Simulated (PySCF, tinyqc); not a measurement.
Starting guesses with DIIS over 6 matrices: SCF starting guesses in the sto-3g basis, for N2, spin multiplicity 1. Computed by the program tinyqc with PySCF. RHF with one setting changed at a time; a run stops when the energy changes by less than 1e-09 hartree and the error matrix is below 1e-5. Starts: the lowest orbitals of the core Hamiltonian, of the Wolfsberg-Helmholz matrix (K = 1.75), projected atomic densities, random orbitals, and the highest orbitals of the core Hamiltonian (a deliberately bad start).

Geometry (angstrom):
```
atom       x       y       z
N     0.0000  0.0000  0.0000
N     0.0000  0.0000  1.9340
```

lowest restricted solution found by these runs and by PySCF = -107.089446 hartree

Largest element of the error matrix X^T (FDS - SDF) X:
```
iteration     core  Wolfsberg-Helmholz  atomic densities   random  highest core orbitals
1          7.3e-01             2.9e-01           2.5e-01  9.8e+00                3.0e-01
2          1.8e-01             1.3e-01           1.3e-02  1.2e+00                1.2e-01
3          2.2e-02             1.2e-02           3.3e-03  7.8e-01                2.4e-02
4          5.6e-04             2.6e-04           9.9e-05  1.2e+00                9.4e-03
5          3.5e-05             1.5e-05           1.0e-07  1.5e+00                2.1e-04
6          1.6e-07             6.4e-06           1.5e-11  1.3e+00                2.8e-07
8                -                   -                 -  1.3e+00                      -
10               -                   -                 -  1.2e+00                      -
14               -                   -                 -  2.6e-01                      -
20               -                   -                 -  1.2e-03                      -
30               -                   -                 -  2.9e-04                      -
45               -                   -                 -  1.1e-04                      -
60               -                   -                 -  3.1e-05                      -
```

How each run ends:
```
run                    iterations  E (hartree)                    state
core                            7  -106.761096                   higher
Wolfsberg-Helmholz              6  -106.916786                   higher
atomic densities                6  -106.916786                   higher
random                        >60  -106.933164  wanders without falling
highest core orbitals           7  -106.916786                   higher
```

What does the comparison show, and why?

No run reaches the lowest restricted solution found. Ending on a higher stationary point: core, Wolfsberg-Helmholz, atomic densities, highest core orbitals; a small error matrix cannot reveal that, and an occupation fixed by the start is kept by symmetry or by the shape of the basin. Not converged: random. The first errors are 7e-01, 3e-01, 2e-01, 1e+01, 3e-01. The restricted reference is unstable here: a spin-polarised solution lies 0.3672 hartree lower (PySCF), so results built on it describe a poor reference.
